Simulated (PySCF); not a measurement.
H3P, SMILES P.

Geometry optimised at PBE0-D3(BJ)/def2-TZVPD.

Lowest vertical singlet excitation by several levels in PySCF, with rough processor times relative to the cheapest run on one machine. Each run also gave further roots (ADC and EOM-CCSD ionised and attached states too); roots are paired by order and the bases differ. EOM-CCSD serves as a yardstick, not as the true value; all levels that ended soundly for this molecule are listed, with differences from unrounded values.

```json
[
 {"level": "TDA-PBE/def2-TZVPD", "relative cost": "1"},
 {"level": "EOM-CCSD/aug-cc-pVDZ", "relative cost": "2"},
 {"level": "TDA-LC-ωPBE/def2-TZVPD", "relative cost": "2"},
 {"level": "TDA-M06-2X/def2-TZVPD", "relative cost": "8"},
 {"level": "ADC(3)/aug-cc-pVDZ", "relative cost": "20"}
]
```

**Question.** Give S1 at each level and its distance from EOM-CCSD. (The exact figures need the calculation; the answer reports its results.)

**Answer.** 
| level | S1 (eV) | S1 minus EOM-CCSD (eV) |
|---|---|---|
| TDA-PBE/def2-TZVPD | 6.49 | -0.32 |
| EOM-CCSD/aug-cc-pVDZ | 6.81 | 0.00 |
| TDA-LC-ωPBE/def2-TZVPD | 7.40 | 0.59 |
| TDA-M06-2X/def2-TZVPD | 6.88 | 0.07 |
| ADC(3)/aug-cc-pVDZ | 6.70 | -0.11 |

**Question.** Which is the cheapest level here that lands within 0.2 eV of EOM-CCSD?

**Answer.** No cheaper level does; only EOM-CCSD itself.
